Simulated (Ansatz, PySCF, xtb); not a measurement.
Barrier height from CH3F (SMILES CF) + Cl− to the transition structure CH3ClF, without zero-point energy, on the benchmark's geometries as Psi4's copy of the set gives them.
Transition structure (charge -1, multiplicity 1):
```
atom    x (Å)    y (Å)    z (Å)
----  -------  -------  -------
F      0.0000   0.0000  -2.5379
C      0.0000   0.0000  -0.4884
H      0.0000   1.0621  -0.6150
H     -0.9198  -0.5310  -0.6150
H      0.9198  -0.5310  -0.6150
Cl     0.0000   0.0000   1.6245
```

Open shells are unrestricted; no spin–orbit coupling.

Frozen-core correlation. Rows in 3-21G, 6-31G* carry no dispersion term and start afresh at each structure (6-31G* with six Cartesian d functions).

The values were computed with Ansatz (a first-principles code) with Gaussian orbitals; PySCF for 3-21G rows, 6-31G* rows, M06-2X; xtb for the GFN methods. 

```
level                    barrier height (kJ/mol)
-----------------------  -----------------------
GFN1-xTB                                   142.9
HF/3-21G                                   218.3
BP86/6-31G*                                114.2
M06-2X/6-31G*                              155.1
M06-2X/def2-TZVPPD                          95.9
B2PLYP/def2-TZVPPD                             ?
MP2/aug-cc-pV(T+d)Z                            ?
SCS-MP2/aug-cc-pV(T+d)Z                     86.2
CCSD/aug-cc-pV(D+d)Z                        86.5
```

### Question
Complete the blanks.

### Answer

- B2PLYP/def2-TZVPPD, barrier height (kJ/mol): 75.9
- MP2/aug-cc-pV(T+d)Z, barrier height (kJ/mol): 78.2
